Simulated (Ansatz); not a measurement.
A calculation with Ansatz (development build ahead of 0.2.0).

```yaml
crystal:
  periodic: [false, false, false]
  atoms:
    - { symbol: Si, position_ang: [0.0, 0.0, 0.0] }
    - { symbol: S, position_ang: [0.0, 0.0, 1.83255] }
basis:
  gaussian: { orbitals: def2-SVP }
magnetization:
  spin_polarized: true
hamiltonian:
  xc: hf
correlation:
  method: ccsd_t
  frozen_orbitals: { S: 5, Si: 5 }
scf:
  omitted_lower_state_checks: [starts, atomic_configurations, cluster_reference, orbital_swaps, given_window_search, neighbouring_geometries, increment]
```

The input is written out in the form of the current development build from the run's settings.

The run gave:

```
Converged          : yes
Reference energy   : -686.25270 hartree
Correlation energy : -0.22979 hartree
Total energy       : -686.48250 hartree
Stability test     : minimum
```
